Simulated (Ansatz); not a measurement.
Input file:

```yaml
crystal:
  periodic: [false, false, false]
  atoms:
    - {symbol: Ge, position_ang: [0.000000, 0.000000, 1.660700]}
    - {symbol: N, position_ang: [0.000000, 0.000000, -0.269200]}
    - {symbol: N, position_ang: [0.000000, 0.000000, -1.391500]}
basis:
  gaussian: {orbitals: cc-pVDZ}
magnetization: {spin_polarized: true, initial_magnetization: 2}
hamiltonian: {xc: {name: wB97M-V}}
output: {orbitals: {seedname: orbitals}}
```

```sh
$ ansatz run in.yaml --threads 1 --pin off --events-out ev --progress --plain --max-ram 2393MiB
```

Output:

```
  # Of w^i u^j: cxij and so on, Table III.
  gx(w, u) = 1 - cx + cx01*u + cx10*w
  gss(w, u) = css00 + css04*u^4 + css10*w + css20*w^2 + css43*w^4*u^3
  gos(w, u) = cos00 + cos10*w + (cos20 + cos21*u)*w^2 + (cos60 + cos61*u)*w^6
      + integral(e_c_pw_mod_opposite_spin*gos(b97_w_opposite, b97_u_opposite)) + vv10(b, c)
605 factors; integrals over basis functions are off by at most 5.3e-4 eV
142 factors; integrals over basis functions are off by at most 1.6e-5 eV
mean field evaluation 1: about -59487.2783 eV, gradient 2.5e1 eV
mean field evaluation 2: about -59485.0244 eV, gradient 3.6e1 eV
mean field evaluation 4: about -59492.0650 eV, gradient 4.9e0 eV
mean field evaluation 8: about -59492.2648 eV, gradient 1.0e-1 eV
mean field evaluation 16: about -59492.2650 eV, gradient 7.9e-5 eV
mean field -59492.26497906 eV, -2186.3004126749 hartree, gradient 8.0e-5 eV, S^2 2.015993; 0 other end points of the search recorded, 0 dependent functions left out
reference -59492.26500457 eV, -2186.3004136125 hartree; 24, 22 occupied and 31, 33 virtual orbitals, 605 factors
Total energy: -59492.26500457 eV, -2186.3004136125 hartree
```

Ran on 1 thread of Arm Neoverse V2, shared host: 8.5 s wall, 0.22 GiB peak host memory.
